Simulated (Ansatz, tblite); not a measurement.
# BiH2I: a ladder of methods and basis sets

An exercise on one series of results from a longer session: the logs are not shown, and one member is left open.

Computed with Ansatz 0.2.0, Gaussian basis. Level: as each input shows.

Plan: GFN1-xTB, GFN2-xTB, PBE-D4/def2-TZVP, r2SCAN-D4/def2-TZVP, BLYP-D4/def2-TZVP, HF/def2-TZVP, B2PLYP/def2-TZVP, ωB97M-V/def2-TZVP, BHLYP-D4/def2-TZVP, B3LYP-D4/def2-TZVP, revPBE-D4/def2-TZVP, PBE-D4/def2-SVP, PBE0-D4/def2-SVP, PBE0-D4/def2-TZVPD, PBE-D4/def2-TZVPD, r2SCAN-D4/def2-TZVPD, CCSD(T)/def2-TZVPP, MP2/def2-TZVP, RPA/def2-TZVP, CCSD(T)/def2-TZVPD.

### The relaxed structure

The singlet was relaxed beforehand with PBE-D4/def2-TZVP.

4 atoms, charge 0, spin multiplicity 1.

Bond lengths: Bi1–H2 1.810 Å, Bi1–H3 1.810 Å, Bi1–I4 2.837 Å. Angles: H2–Bi1–H3 89.0°, H2–Bi1–I4 93.9°, H3–Bi1–I4 93.9°.

Bi, I take a core potential in the def2 sets. No spin-orbit coupling is included.

PBE0-D4/def2-TZVP was run before; its log isn't repeated, and its numbers join the tables.

The first run:

Tight binding, by tblite at 300 K electronic temperature and without a spin-polarisation term:

```python
tblite.interface.Calculator('GFN1-xTB', numbers, positions, charge=0, uhf=0).singlepoint()
```

Tight binding, by tblite at 300 K electronic temperature and without a spin-polarisation term:

```python
tblite.interface.Calculator('GFN2-xTB', numbers, positions, charge=0, uhf=0).singlepoint()
```

start.molden holds the orbitals of an earlier run on this state, given as this run's starting guess.

Input file in.yaml:

```yaml
crystal:
  periodic: [false, false, false]
  atoms:
    - {symbol: Bi, position_ang: [0.100054, 0.184267, 0.888394]}
    - {symbol: H, position_ang: [1.600719, 0.199061, -0.124075]}
    - {symbol: H, position_ang: [-0.576646, 1.504182, -0.149488]}
    - {symbol: I, position_ang: [-1.124118, -1.887510, -0.614831]}
basis:
  gaussian: {orbitals: def2-TZVP, initial_orbitals: start.molden}
hamiltonian: {xc: pbe, dispersion: d4}
scf: {omitted_lower_state_checks: [starts]}
output: {orbitals: {seedname: orbitals}}
```

Command:

```sh
ansatz run in.yaml --threads 4 --pin off --events-out ev --progress --plain --max-ram 3916MiB
```

Steps of the session up to this table: PBE-D4/def2-TZVP; r2SCAN-D4/def2-TZVP; BLYP-D4/def2-TZVP; HF/def2-TZVP; B2PLYP/def2-TZVP; ωB97M-V/def2-TZVP; BHLYP-D4/def2-TZVP; B3LYP-D4/def2-TZVP; revPBE-D4/def2-TZVP; PBE-D4/def2-SVP; PBE0-D4/def2-SVP; PBE0-D4/def2-TZVPD; PBE-D4/def2-TZVPD; r2SCAN-D4/def2-TZVPD; CCSD(T)/def2-TZVPP; MP2/def2-TZVP; RPA/def2-TZVP; CCSD(T)/def2-TZVPD.

One of the session's tables, all rows but one given; the rest of the session is left out.

It belongs to the step «Levels side by side». 

| level | HOMO (eV) | LUMO (eV) | gap (eV) |
| --- | --- | --- | --- |
| HF/def2-TZVP | -9.48 | 0.52 | 10.00 |
| PBE-D4/def2-SVP | -5.96 | -2.90 | 3.05 |
| PBE-D4/def2-TZVP | -6.09 | -2.96 | 3.13 |
| PBE-D4/def2-TZVPD | -6.11 | -3.00 | 3.11 |
| revPBE-D4/def2-TZVP | -6.04 | -2.88 | 3.16 |
| BLYP-D4/def2-TZVP | -5.92 | -2.87 | 3.05 |
| r2SCAN-D4/def2-TZVP | -6.36 | -2.80 | 3.56 |
| r2SCAN-D4/def2-TZVPD | -6.37 | -2.83 | 3.54 |
| B3LYP-D4/def2-TZVP | ? | ? | ? |
| PBE0-D4/def2-SVP | -7.07 | -2.24 | 4.83 |
| PBE0-D4/def2-TZVP | -7.16 | -2.28 | 4.89 |
| PBE0-D4/def2-TZVPD | -7.18 | -2.32 | 4.86 |
| BHLYP-D4/def2-TZVP | -8.07 | -1.54 | 6.53 |
| ωB97M-V/def2-TZVP | -9.22 | -0.59 | 8.63 |

**Question.** Estimate the row for B3LYP-D4/def2-TZVP.

Worked estimate for «HOMO (eV)». Against the share of exact exchange, BLYP-D4/def2-TZVP (0, -5.92), BHLYP-D4/def2-TZVP (0.5, -8.07) give a slope of -4.30 per unit share; at 0.2 the line stands at -6.78.

As computed: HOMO (eV): -6.94; LUMO (eV): -2.49; gap (eV): 4.44. In «HOMO (eV)» the line misses by +0.16.
